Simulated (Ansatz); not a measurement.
# CH2 (singlet): wave-function methods side by side at scale of all distances = 2.425, cc-pVDZ

How much of the correlation energy of CH2 (singlet) does each wave-function method recover here?

Program: Ansatz 0.2.0, Gaussian basis. Level of theory: cc-pVDZ, core rule «outside noble gas», up to 1 orbitals frozen. These are calculated values, not measurements.

The runs, in order: UHF; CCSD(T) on RHF; CCSD(T) on UHF; BCCD(T) on RHF; CISD; CCSDT(Q) on RHF; CCSDT(Q) on UHF; CISDTQ; CCSDTQ on RHF; CASSCF and MRCISD+Q, 2 electrons in 2 orbitals; CASSCF and NEVPT2, 2 electrons in 2 orbitals; CASSCF and MRCISD+Q, 6 electrons in 6 orbitals; CASSCF and NEVPT2, 6 electrons in 6 orbitals; Full CI.

14 further runs of the same task are left out: 9 that didn't finish, 5 set aside as unsound or not needed.

## 1. What is computed

The geometry derives from a PBE0/def2-TZVP stationary point (not a proven minimum). All distances are scaled together.

3 atoms, charge 0, spin multiplicity 1.

Atoms are counted from 1 here; the program's logs count them from 0.

No contacts short enough for the rule that draws bonds.

## 2. UHF

Contents of in.yaml:

```yaml
crystal:
  periodic: [false, false, false]
  atoms:
    - {symbol: C, position_ang: [0.000000, -0.245075, 0.000000]}
    - {symbol: H, position_ang: [0.000000, 1.460170, -2.090576]}
    - {symbol: H, position_ang: [0.000000, 1.460170, 2.090576]}
basis:
  gaussian: {orbitals: cc-pVDZ}
magnetization: {spin_polarized: true, initial_magnetization: 0}
hamiltonian: {xc: hf}
output: {orbitals: {seedname: orbitals}}
```

Command:

```sh
ansatz run in.yaml --threads 1 --pin off --events-out ev --progress --plain --max-ram 2393MiB
```

Further steps of the session: CCSD(T) on RHF; CCSD(T) on UHF; BCCD(T) on RHF; CISD; CCSDT(Q) on RHF; CCSDT(Q) on UHF; CISDTQ; CCSDTQ on RHF; CASSCF and MRCISD+Q, 2 electrons in 2 orbitals; CASSCF and NEVPT2, 2 electrons in 2 orbitals; CASSCF and MRCISD+Q, 6 electrons in 6 orbitals; CASSCF and NEVPT2, 6 electrons in 6 orbitals; Full CI.

Before running them: what should the planned runs give, taken together? Wanted: FCI below the RHF energy; RMP2 from FCI; UMP2 from FCI; RCCSD from FCI; RCCSD(T) from FCI; UCCSD(T) from FCI; RCCSDT(Q) from FCI; UCCSDT(Q) from FCI; NEVPT2 valence from FCI.

The runs gave:

| quantity | value |
| --- | --- |
| FCI below the RHF energy | -9.0616 eV |
| RMP2 from FCI | +3117.3 meV |
| UMP2 from FCI | +822.5 meV |
| RCCSD from FCI | +429.9 meV |
| RCCSD(T) from FCI | -590.7 meV |
| UCCSD(T) from FCI | +153.8 meV |
| RCCSDT(Q) from FCI | +177.0 meV |
| UCCSDT(Q) from FCI | +46.3 meV |
| NEVPT2 valence from FCI | +403.5 meV |
| MRCISD+Q valence from FCI | -19.9 meV |
| levels within 1 kcal/mol (43 meV) | RCCSDTQ, MRCISD valence, MRCISD+Q valence |
| T1 diagnostic | 0.079 |
| effectively unpaired electrons | 3.13 |

What this shows: RCCSD(T) lands -590.7 meV from the yardstick (6.5 % of the correlation energy). CCSD(T) misses by -590.7 meV on the restricted determinant and by +153.8 meV on the unrestricted one; the two need not hold the same state or core. RCCSD(T), BCCD(T), RCCSDT, RCCSDTQ, MRCISD+Q valence fall below full CI, which methods that aren't variational can do. The occupations show strong static correlation (3.1 unpaired electrons where one determinant has 0). Of the multireference levels listed MRCISD+Q valence comes nearest in total energy (-19.9 meV), which doesn't show that its space is the better one. These misses are within one basis, not against nature.
